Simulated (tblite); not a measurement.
Formyl fluoride, CHFO.
SMILES: `O=CF`

Calculated harmonic vibrations of the isolated species, GFN2-xTB (tblite), most abundant isotopes, no scaling. Against measured fundamentals such values can be off by several per cent, at times by over 20.

Harmonic wavenumbers (cm⁻¹): 621.1, 920.9, 1002.4, 1316.5, 1868.7, 2889.6.

A = 91109, B = 11900, C = 10525 MHz; mass 48.001 u (most abundant isotopes); point group Cs, symmetry number 1.

Question: Zero-point energy?

Answer: Half the sum of the wavenumbers: 4310 cm⁻¹ = 12.32 kcal/mol.

Question: Entropy at 298.15 K, 1 bar (ideal gas, RRHO, classical rotation)?

Answer: Translation 37.56, rotation 20.87, vibration 0.66: S = 59.1 cal/(mol K).

Question: And Cp and H(298.15 K) − H(0)?

Answer: Cp = 9.94 cal/(mol K), of which vibrations give 1.99 (their classical limit is 6 R = 11.9); H(298.15 K) − H(0) = 2.52 kcal/mol without the zero-point energy, 0.15 from vibrations.

Question: Which modes carry the vibrational entropy at 298.15 K?

Answer: 621.1 cm⁻¹: 0.41; 920.9 cm⁻¹: 0.13; 1002.4 cm⁻¹: 0.09; 1316.5 cm⁻¹: 0.03; 1868.7 cm⁻¹: 0.00; 2889.6 cm⁻¹: 0.00 cal/(mol K).

Question: How do the functions run with temperature in this model?

Answer: 
```tsv
T (K)	S (cal/(mol K))	Cp (cal/(mol K))	H − H(0) (kcal/mol)	G − H(0) (kcal/mol)	ln q(vib)
50	44.2	7.9	0.40	-1.81	0.00
100	49.7	8.0	0.80	-4.18	0.00
373.15	61.4	11.0	3.31	-19.62	0.15
500	64.9	12.6	4.82	-27.63	0.34
750	70.5	14.9	8.28	-44.58	0.82
1000	75.0	16.4	12.21	-62.79	1.35
```

q(vib) and H(0) count from the zero-point level.

Question: What must be added to the electronic energy to get the Gibbs energy at 298.15 K and 1 bar?

Answer: ZPE + [H(298.15 K) − H(0)] − T·S = 12.32 + 2.52 − 17.62 = -2.78 kcal/mol.

On one thread of an Arm Neoverse N1 (shared host), this took under 0.1 s of wall time. The figure is for the frequency step alone.
